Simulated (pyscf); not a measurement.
Elementary routes open to H₃C–CH₂–ZnH + CH₃• in the gas phase (doublet surface):
A. H₃C–CH₃ + •H₂C–ZnH (C–C broken; C–C formed)
B. [H₃C–CH₂–Zn]• + CH₄ (H–Zn broken; C–H formed)

Single points on ωB97X-D3(BJ)/def2-SVP structures (PySCF, gas phase).

Task: Rank the routes by free-energy barrier at 298 K, lowest first, for ωB97M-D3(BJ)/def2-TZVP energies (ideal gas, 1 atm, RRHO with modes under 100 cm⁻¹ raised to 100, one conformer, R ln 2 for chiral ones without a mode under 150 cm⁻¹).

Result: B (59.1 kJ/mol), A (236.6 kJ/mol)

Route B is the fastest of these, ahead of the next by 177.5 kJ/mol. The most stable products are those of B (ΔG = -112.1 kJ/mol), so kinetics and thermodynamics agree. At 1200 K B is still the fastest. Only these routes are compared; each barrier is that of the saddle found, and lower ones may exist. Elements up to Kr have no core potential and no relativistic terms here.
